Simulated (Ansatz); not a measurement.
RbH2: from a trial structure to a relaxed crystal

Computed with DFT PBE, scalar-relativistic, plane waves, PAW (Ansatz). Cutoff 420 eV, Γ-centred k mesh, Gaussian smearing, no spin polarisation in the final step.

The start is a random cell of RbH2 without symmetry, drawn with lower limits on the distances.

```
Rb H
1.0
     4.31128    0.00000    0.00000
     0.85487    4.71566    0.00000
    -1.67290   -0.90955    6.64554
Rb H
2 4
Direct
  0.58677 0.29326 0.78687
  0.79759 0.62104 0.24693
  0.79638 0.62680 0.94577
  0.27484 0.56888 0.26631
  0.58581 0.44749 0.53597
  0.15292 0.31629 0.52401
```

Steps on the 4×4×4 mesh (6 atoms). 12 of 27 steps are shown, and the free energy counts from the last. Trial steps that were taken back and renewals of the plane-wave basis can be among the rows.

```tsv
step	ΔF (meV/atom)	V (Å³/atom)	P (GPa)	largest force component (eV/Å)
1	1118.0	22.52	6.53	2.772
3	654.0	23.85	1.33	2.146
6	305.0	24.41	3.98	11.314
8	119.9	24.66	0.96	0.464
10	71.2	25.19	0.45	0.450
13	29.0	24.65	-0.41	0.387
15	10.3	22.27	-0.03	0.126
18	5.9	21.57	0.11	0.582
20	1.8	21.43	0.02	0.032
22	1.2	21.35	-0.03	0.041
25	0.8	21.17	0.03	0.045
27	0.0	21.17	0.03	0.004
```

A final relaxation ran on a 6×6×4 mesh. The relaxed crystal, Cm (No. 8):

```cif
data_structure
_symmetry_space_group_name_H-M 'Cm'
_symmetry_Int_Tables_number 8
_cell_length_a 8.5059
_cell_length_b 4.1130
_cell_length_c 8.0920
_cell_angle_alpha 90.000
_cell_angle_beta 116.040
_cell_angle_gamma 90.000
_cell_volume 254.36
loop_
_atom_site_label
_atom_site_type_symbol
_atom_site_symmetry_multiplicity
_atom_site_Wyckoff_symbol
_atom_site_fract_x
_atom_site_fract_y
_atom_site_fract_z
_atom_site_occupancy
Rb1 Rb 2 a 0.33971 0.50000 0.87801 1
Rb2 Rb 2 a 0.90106 0.00000 0.39734 1
H1 H 2 a 0.71588 0.50000 0.06612 1
H2 H 2 a 0.94405 0.50000 0.16729 1
H3 H 2 a 0.04637 0.50000 0.20595 1
H4 H 2 a 0.29281 0.00000 0.59114 1
```

```
Volume per atom          : 21.20 Å³
Density                  : 2.28 g/cm³
Energy over the elements : -0.059 eV/atom
Gap on the 6×6×4 mesh    : 3.15 eV
```

Formation energies are uncorrected and refer to the elements' standard structures at the same level (H₂ as a molecule).

The final run used a 6×6×4 mesh on its 6-atom cell and 0.02 eV smearing.

A structure relaxed within its symmetry needn't be a true minimum.

Cost: 3 runs of about 5.6 core-minutes in all, on Arm Neoverse V2 (shared hosts).